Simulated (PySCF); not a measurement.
Gas-phase reaction: 2 BH2 + N2H2 + H2 → 2 H2BNH2

Energies from PySCF (xtb for GFN2), thermal terms from the rigid-rotor harmonic-oscillator model, ideal gas at 1 bar. S°(298 K) at PBE0/def2-TZVP differs from the NASA 1993 table for BH2 (+14 J/mol/K); whether the harmonic model or the table's entry is off was not settled. † marks an energy on the PBE0/def2-TZVP geometry and frequencies; other levels use their own. CCSD(T) freezes the core. Open shells (unrestricted): BH2 (multiplicity 2); the rest are closed-shell singlets. GFN2 has no spin-polarisation term. B3LYP is the form with VWN-RPA correlation. H2BNH2: computed as isolated molecules; such fragments, hydroxides, amides, oligomers or adducts are transient or little studied in the gas. CCSD(T) isn't extrapolated to the basis-set limit; its ΔH°(298 K) is -996.2 kJ in def2-SVP and -997.7 kJ in def2-TZVPP. The harmonic model lacks anharmonicity and excited electronic states, which grow with temperature; levels with a mode under 35 cm⁻¹ are left out.

ΔH° and ΔS° at 298 K: B3LYP/def2-TZVP† -996 kJ, -280 J/K; CCSD(T)/def2-TZVPP† -998 kJ, -280 J/K; GFN2-xTB -1068 kJ, -279 J/K.

Problem. With the heat capacities included, give log10 K (1 bar) at 500, 800, 1000, 1400, 2000 K from B3LYP/def2-TZVP†, CCSD(T)/def2-TZVPP†, GFN2-xTB.

Solution. 
```
T (K)  B3LYP/def2-TZVP†  CCSD(T)/def2-TZVPP†  GFN2-xTB
-----  ----------------  -------------------  --------
500                89.3                 89.4      96.8
800                50.0                 50.1      54.8
1000               36.9                 37.0      40.7
1400               22.0                 22.1      24.8
2000               10.9                 11.0      12.9
```
